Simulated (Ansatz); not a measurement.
System: diamond-structure Ge. Method: LDA (Ansatz, a quantum-chemistry and plane-wave program, plane waves, PAW).

Input:

Ansatz 0.2 input:
```yaml
crystal:
  lattice:
    - [0.0, 2.810703925, 2.810703925]
    - [2.810703925, 0.0, 2.810703925]
    - [2.810703925, 2.810703925, 0.0]
  atoms:
    - { symbol: Ge, position: [0.0, 0.0, 0.0] }
    - { symbol: Ge, position: [0.25, 0.25, 0.25] }
basis:
  ecutwfc: 520
  ecutrho_ratio: 4
  xc_grid: 2
kpoints:
  mp_grid: { grid: [10, 10, 10] }
hamiltonian:
  xc: lda
  dispersion: none
  pseudopotentials: { kind: paw }
scf:
  occupations: { method: fermi_dirac, width: 0.01 }
  convergence: { dr2_threshold: 0.000000001 }
output:
  forces: true
  stress: true
  eigenvalues: true
```

Excerpt of the program's output:

```
WARN output.stress: scf.convergence.dr2_threshold = 1e-9 eV is looser than the 2e-10 eV advised for a printed stress (1e-10 eV for each atom of the cell: 2)
Crystal: 2 atoms, lattice volume = 44.409 Å³
Basis set: ecut = 520 eV, 1243 PW (Γ), exchange–correlation on 60×60×60 points (8 copies of the dense FFT grid, shifted against one another)
Bands: 18, of which v1, the nominal top of the filled ones, is band 14 counted from 1 (13 counted from 0)
Symmetry: 48 space group operations
Space group: Fd-3m (ITA 227), of the structure as read, at distance tolerance 3.5e-5 Å
k-points: 47 of 1000
Functional: x = slater, c = lda
SCF iter   1: F=—  HF=-8431.441426 eV  |F-HF|=—  |Δ(HF+E_count)|=         —  Δρ=4.94e-3  dr2=4.33e-3
SCF iter   2: F=—  HF=-8431.439436 eV  |F-HF|=—  |Δ(HF+E_count)|=   1.99e-3  Δρ=2.41e-3  dr2=9.61e-4
  ...
SCF iter   6: F=—  HF=-8431.439257 eV  |F-HF|=—  |Δ(HF+E_count)|=   7.31e-8  Δρ=1.43e-6  dr2=5.31e-10
SCF iter   7: F=-8431.439257 eV  HF=-8431.439257 eV  |F-HF|=1.27e-11  |Δ(HF+E_count)|=  4.73e-10  Δρ=1.60e-7  dr2=8.81e-12
SCF 1 converged in 7 iterations: F = -8431.439257 eV  dr2 = 8.81e-12
SCF converged after 7 iterations
Free energy (F): -8431.439257 eV
Internal energy: -8431.439214 eV  (E = F + TS)
E sigma→0 (E₀):  -8431.439235 eV
Fermi energy:    8.527340 eV
--- Forces (eV/Å), atoms counted from 1 ---
  atom   1  Ge    -0.00000000    -0.00000000    -0.00000000
  atom   2  Ge    -0.00000000    -0.00000000     0.00000000
--- Stress (GPa, compression-positive) ---
        0.019730       0.000000      -0.000000
        0.000000       0.019730       0.000000
       -0.000000      -0.000000       0.019730
  P = ⅓ Tr σ = 0.0197 GPa (0.197 kbar)
```

The PAW data were made under PBE.

Note: the gap of the solid is closed in this run. Note: the run finds no gap at this volume, although the solid has one.
